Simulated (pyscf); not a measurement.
PySCF, gas phase, ωB97X-D3(BJ)/def2-SVP geometries.

Q: Estimate by transition-state theory the rate constant of chloromethane (H₃C–Cl) + silyl (SiH₃•) -> methylsilane (H₃C–SiH₃) + Cl atom (Cl•) (doublet surface; C–Cl broken, C–Si formed) at 900 K, with ωB97M-D3(BJ)/def2-TZVP energies (ideal gas, 1 atm, RRHO with modes under 100 cm⁻¹ raised to 100, one conformer, R ln 2 for chiral ones without a mode under 150 cm⁻¹; no tunnelling).

A: The electronic barrier is 17.8 kcal/mol and the thermal terms add +26.8, so ΔG‡ = 44.7 kcal/mol. With k_BT/h = 1.88e+13 s⁻¹ and RT = 1.788 kcal/mol, and a volume of 1.23e-19 cm³ per molecule at 1 atm, k = 3.3e-17 cm³ molecule⁻¹ s⁻¹. Wigner's tunnelling factor for 787i cm⁻¹ would be 1.07. A shift of 1 kcal/mol in the barrier changes k by a factor 1.7. The same reactants have a lower exit, to H₃Si–Cl + CH₃• (barrier +8.8 kcal/mol at ωB97M-D3(BJ)/def2-TZVP, against +17.8 kcal/mol here). One saddle was located; it need not be the lowest between these sides. The angle at the attacked C is 180°.
